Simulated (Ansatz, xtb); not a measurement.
# Relative energy of two structures of CH3LiN

Structure I is a doublet given by its coordinates and structure II is a doublet given by its coordinates. Both are isolated molecules in the gas phase, relaxed with PBE0-D3(BJ)/def2-SVP.

I (Å):

```xyz
6

C     0.5218   -0.1784   -0.4585
Li   -0.5893   -1.8883    0.0181
N     0.4305   -0.6283    0.8236
H     0.0767    0.1099    1.4338
H     1.1906   -0.7158   -1.1486
H     0.3358    0.8694   -0.7365
```

Close contacts (Å): C1–Li2 2.09, C1–N3 1.36, Li2–N3 1.81, C1–H5 1.10, C1–H6 1.10, N3–H4 1.02.

II (Å):

```xyz
6

C    -0.2362   -0.4332   -0.4074
Li   -2.3172    1.2005    1.1607
N    -1.1664    0.3076    0.3165
H    -0.6786   -0.6921   -1.3985
H     0.7166    0.0945   -0.6603
H     0.0497   -1.4203    0.0331
```

Close contacts (Å): C1–N3 1.39, Li2–N3 1.68, C1–H4 1.12, C1–H5 1.12, C1–H6 1.12.

Quicker runs give these differences E(II) − E(I): GFN2-xTB +23.0 kJ/mol; HF/STO-3G −58.8 kJ/mol (at GFN2-xTB geometries); r2SCAN-D4/def2-SVP +65.3 kJ/mol (at GFN2-xTB geometries).

Estimate E(II) − E(I) at the level CCSD(T)/def2-TZVP.

Calculated at CCSD(T)/def2-TZVP: E(II) − E(I) = +70.4 kJ/mol, so structure I lies lower.

The same difference at several levels:

```
               level              geometry  E(II) − E(I) (kJ/mol)  departure from the last row (kJ/mol)  job, with rough time for the two
            GFN2-xTB              GFN2-xTB                   +23.0                                 −47.4             optimisation, 0.097 s
           HF/STO-3G              GFN2-xTB                   −58.8                                −129.2               single point, 0.5 s
  r2SCAN-D4/def2-SVP              GFN2-xTB                   +65.3                                  −5.1                single point, 12 s
PBE0-D3(BJ)/def2-SVP  PBE0-D3(BJ)/def2-SVP                   +70.0                                  −0.4                optimisation, 64 s
        HF/def2-TZVP  PBE0-D3(BJ)/def2-SVP                   +23.1                                 −47.3           part of the CCSD(T) run
       MP2/def2-TZVP  PBE0-D3(BJ)/def2-SVP                   +86.5                                 +16.1           part of the CCSD(T) run
   CCSD(T)/def2-TZVP  PBE0-D3(BJ)/def2-SVP                   +70.4                                                      single point, 40 s
```

HF/STO-3G puts the two in the other order. The largest departure from CCSD(T)/def2-TZVP is that of HF/STO-3G, 129.2 kJ/mol.

With harmonic frequencies from PBE0-D3(BJ)/def2-SVP (ideal gas, rigid rotor, one conformer each, 298.15 K, 1 atm): on the last row, ΔE + ΔZPE = +67.1, ΔH = +67.8, ΔG = +66.6 kJ/mol.

Open shells are spin-unrestricted, with notable spin contamination under HF/STO-3G. The correlated steps freeze 2 core orbitals; the last core shell of Li is correlated, in a basis made for valence electrons. Mirror images aren't counted in ΔG. Programs: Ansatz 0.2.0, xtb 6.7.1; the last row on 1 thread of Arm Neoverse V1 on a shared host.
